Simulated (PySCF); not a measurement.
# Heteronuclear NMR

Molfile (atoms numbered from 1):
```
C2H2ClF3
     RDKit          3D

  8  7  0  0  0  0  0  0  0  0999 V2000
   -1.7719   -0.3481   -0.1256 F   0  0  0  0  0  0  0  0  0  0  0  0
   -0.6676    0.4156    0.1276 C   0  0  0  0  0  0  0  0  0  0  0  0
    0.5786   -0.4045   -0.1368 C   0  0  0  0  0  0  0  0  0  0  0  0
    0.6221   -1.4829    0.6491 F   0  0  0  0  0  0  0  0  0  0  0  0
    0.6193   -0.8271   -1.4024 F   0  0  0  0  0  0  0  0  0  0  0  0
    2.0023    0.6058    0.1841 Cl  0  0  0  0  0  0  0  0  0  0  0  0
   -0.6649    1.2861   -0.5311 H   0  0  0  0  0  0  0  0  0  0  0  0
   -0.6695    0.7281    1.1737 H   0  0  0  0  0  0  0  0  0  0  0  0
  1  2  1  0
  2  3  1  0
  3  4  1  0
  3  5  1  0
  3  6  1  0
  2  7  1  0
  2  8  1  0
M  END
```

How the numbers were obtained: shielding tensors at B97-2/pcSseg-2 (GIAO), coordinates at the PBE0-D3(BJ)/def2-TZVP level, in PySCF 2.14 (one averaged value for each set of equivalent atoms, non-relativistic Hamiltonian, a single conformation, in vacuum).

Where does ¹⁹F resonate?

Results:


```
atoms                environment  σ (ppm)  δ (ppm)
F4/F5    fluorine of a CF2 group    253.8    -67.9
   F1  fluorine on an sp3 carbon    411.2   -217.3
```

Shieldings were converted by a linear fit to measured shifts: ¹⁹F: δ = 163.32 − 0.949σ +9.6 on sp3 carbon (rms 4.2 ppm, 161 shifts, 5.7 ppm with the 8 outliers that the fit left out vs CFCl3, solution or neat liquid). A few per cent of atoms miss by over 2 rms, more outside the fitted compound classes.

On a 400 MHz spectrometer ¹⁹F resonates near 376.4 MHz, so 1 ppm is 376.4 Hz.
